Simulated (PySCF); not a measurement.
# C2H2Cl2F2 (1,1-dichloro-2,2-difluoroethane): the cost of one run

The runs use PySCF 2.14.0, with density-fitted response routines of our own; the level of theory stands in each step. All values are computed, except where a source is named. Atoms are numbered from 0 throughout.

## 1. The molecule as given

8 atoms, charge 0, multiplicity 1; geometry from: GFN2-xTB. The atoms were then displaced at random by about 0.01 Å, so the start is not that level's minimum.

Bonds of the start (Å): F0–C1 1.32, C1–F2 1.35, C1–C3 1.57, C3–Cl4 1.76, C3–Cl5 1.75, C1–H6 1.10, C3–H7 1.09.

## 2. Optimising the geometry at PBE0-D3(BJ)/def2-TZVP

Job settings and geometry (Å):

```
{"job": {"xc": "PBE0", "basis": "def2-TZVP", "d3": "d3bj", "grid": 2, "shake": 0.01, "kind": "geom"}, "charge": 0, "multiplicity": 1}
F     -1.277820     0.172000    -1.138440
C     -0.781590    -0.173540     0.035800
F     -1.417430     0.560170     0.979370
C      0.767160     0.084400     0.097000
Cl     1.118010     1.711930    -0.478370
Cl     1.561210    -1.132470    -0.886480
H     -1.007360    -1.232730     0.210390
H      1.092960    -0.008910     1.128250
```

Started as:

```bash
$ OMP_NUM_THREADS=1 python probes_run.py task.json out
```

The driver reads the jobs from task.json and runs them one after another.

**Question.** How long does this first job take on 1 thread of Intel Xeon Platinum 8559C, shared host, and how much memory does it need?

About 83 s, with a peak of 0.91 GiB.
